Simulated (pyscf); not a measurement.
## Four-centre exchange: `[SiH3][O][PH2]` + `[SiH4]` -> `[PH3]` + `[SiH3][O][SiH3]`

Gas phase, singlet surface, charge 0. Bonds broken: P1–O2, Si9–H10. Bonds formed: P1–H10, O2–Si9. Optimised with ωB97X-D3(BJ)/def2-SVP in PySCF.

Transition state (Å):

```xyz
13

P     -2.1539    -0.4610     0.9145
O     -0.4617     0.2668     0.4301
Si     0.1856     0.1123    -1.1594
H     -3.1255     0.5807     0.8571
H     -2.2185    -0.6008    -0.5490
H     -0.6027     0.9628    -2.0861
H      1.5921     0.5722    -1.0815
H      0.1212    -1.3176    -1.5494
Si     0.0087     1.2423     1.8837
H     -1.5356     0.4532     2.1836
H     -0.6964     2.5423     2.0768
H      0.4823     0.5800     3.1341
H      1.3007     1.6460     1.2148
```

One imaginary mode, 528i cm⁻¹; descent along it reached the two sides named.

```tsv
bond	change	reactant side (Å)	saddle	product side
P1–O2	breaks	1.667	1.905	3.0
Si9–H10	breaks	1.490	1.760	3.7
P1–H10	forms	3.0	1.682	1.422
O2–Si9	forms	3.0	1.813	1.655
```

Electronic energies relative to the separated reactants (eV):

```tsv
level	barrier	reaction energy	reverse barrier
ωB97X-D3(BJ)/def2-TZVP	1.55	-1.10	2.66
PBE/def2-TZVP	1.35	-1.06	2.41
r²SCAN/def2-TZVP	1.41	-1.16	2.57
B3LYP-D3(BJ)/def2-TZVP	1.55	-1.11	2.66
PBE0-D3(BJ)/def2-TZVP	1.40	-1.11	2.51
M06-2X/def2-TZVP	1.60	-1.17	2.77
ωB97M-D3(BJ)/def2-TZVP	1.62	-1.11	2.73
HF/def2-TZVP	2.62	-1.21	3.83
```

With ωB97M-D3(BJ)/def2-TZVP energies and thermal terms (ideal gas, 1 atm, RRHO with modes under 100 cm⁻¹ raised to 100, one conformer, R ln 2 for chiral ones without a mode under 150 cm⁻¹), in eV:

```json
[
 {"T (K)": "298", "ΔH‡": "1.64", "ΔG‡": "2.12", "ΔH": "-1.09", "ΔG": "-1.14"},
 {"T (K)": "600", "ΔH‡": "1.65", "ΔG‡": "2.60", "ΔH": "-1.09", "ΔG": "-1.19"},
 {"T (K)": "900", "ΔH‡": "1.67", "ΔG‡": "3.06", "ΔH": "-1.09", "ΔG": "-1.24"},
 {"T (K)": "1200", "ΔH‡": "1.70", "ΔG‡": "3.52", "ΔH": "-1.09", "ΔG": "-1.29"}
]
```

H₃Si–O–PH₂ lies 0.25 eV over its isomer HO–SiH₂–PH₂ (electronic energy, ωB97M-D3(BJ)/def2-TZVP). This is the saddle that the search found; another between the same sides may lie lower.
